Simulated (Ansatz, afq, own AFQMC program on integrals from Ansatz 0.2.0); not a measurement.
**C₃H₉N, singlet in def2-TZVP, levels against AFQMC with the constraint released**

| atom | x (Å) | y (Å) | z (Å) |
| --- | --- | --- | --- |
| C | -0.8127 | 0.9189 | -0.6597 |
| C | -0.0925 | -0.3157 | -0.1380 |
| C | 1.3899 | -0.0484 | 0.0772 |
| N | -0.6909 | -0.7142 | 1.1276 |
| H | -1.8827 | 0.7141 | -0.8276 |
| H | -0.7377 | 1.7389 | 0.0717 |
| H | -0.3846 | 1.2571 | -1.6156 |
| H | -0.1776 | -1.1049 | -0.9195 |
| H | 1.8797 | 0.2630 | -0.8579 |
| H | 1.9083 | -0.9508 | 0.4405 |
| H | 1.5268 | 0.7442 | 0.8296 |
| H | -1.6761 | -0.9378 | 0.9973 |
| H | -0.2498 | -1.5643 | 1.4745 |

Basis def2-TZVP. Only valence electrons are correlated. Ansatz 0.2.0 and our own AFQMC program on the same integrals; the CISD trial comes from CCSD amplitudes, and released means the phaseless constraint is let go. Error bars are statistical, one sigma.

Determinant: RHF, the one that the program's search chose, which needn't be the lowest solution. The geometry is a PBE0/def2-SVP stationary point of this or a neighbouring charge and spin state.

No full CI on the walks' own integrals is used here. The released AFQMC energy serves as the reference, which it does only where one determinant dominates, the energy is flat over the last release times and near the phaseless one (40 meV or 2 meV an electron, half that with transition metals). On small molecules, where full CI could be run and the noise was under 10 meV, such values lay within 10 meV of it in 19 cases of 20, a flattering rate, since the rule was set on those same cases; what remains of the bias isn't in the error bar.

Cautions: the released value is read at 0.63 1/Eh with a noise of 24 meV, more than in the cases checked, later times being too noisy (meV from the phaseless value at times in 1/Eh: 6 ± 22 at 0.21, 2 ± 26 at 0.42, -27 ± 24 at 0.63, -7 ± 57 at 0.90).

* T1 diagnostic: 0.0089
* weight of the determinant in the CISD state: 0.789
* size of the correlated space: 26 electrons in 174 orbitals

Reference: AFQMC with the constraint released, correlation energy -21.976 ± 0.024 eV.

| level | E − E(reference) (mEh) | share of correlation (%) |
| --- | --- | --- |
| HF | 807.62 ± 0.89 | 0.00 |
| MP2 | 78.94 ± 0.89 | 90.23 |
| CCSD | 31.17 ± 0.89 | 96.14 |
| CCSD(T) | 2.48 ± 0.89 | 99.69 |
| ph-AFQMC/CISD | 1.00 ± 1.17 | 99.88 |

Released energies are given only where the last usable release times agree within the noise; a slower fall can still hide under it.
